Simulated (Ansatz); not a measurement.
Consider the formal exchange of groups at a C–N bond: `O=C=NCF` + `C=CF` → `C=C(F)CF` + `N=C=O`.

Isolated molecules relaxed with PBE0-D4/def2-TZVP in Ansatz; ΔE leaves out vibrations. CCSD(T)/CBS is the MP2 limit (def2-TZVPP, def2-QZVPP) plus CCSD(T) − MP2 in def2-TZVPP, frozen cores. This one scheme is used for every species. DFT in def2-TZVPP. Each species was taken in one conformer, which may not be the lowest.

| species | BHLYP energy (Eh) |
| --- | --- |
| `O=C=NCF` | -307.20201 |
| `C=CF` | -177.81410 |
| `C=C(F)CF` | -316.36498 |
| `N=C=O` | -168.66133 |

Question: Work out ΔE.

Answer: ΔE = (-316.36498) + (-168.66133) − (-307.20201) − (-177.81410) = -0.01020 Eh = -0.28 eV. CCSD(T)/CBS gives -0.32 eV.

Largest T1 diagnostic among the species: 0.018.

In def2-TZVPP, CCSD(T) changes the Hartree–Fock value by −0.05 eV (the triples alone add +0.00 eV) and MP2 by −0.05 eV. Leaving LDA and LC-ωPBE aside and taking each functional with its dispersion term where it has one, the values, not all of them listed here, spread over 0.10 eV, from B97M-V to BLYP-D4. LDA lies −0.05 eV from PBE without D4.
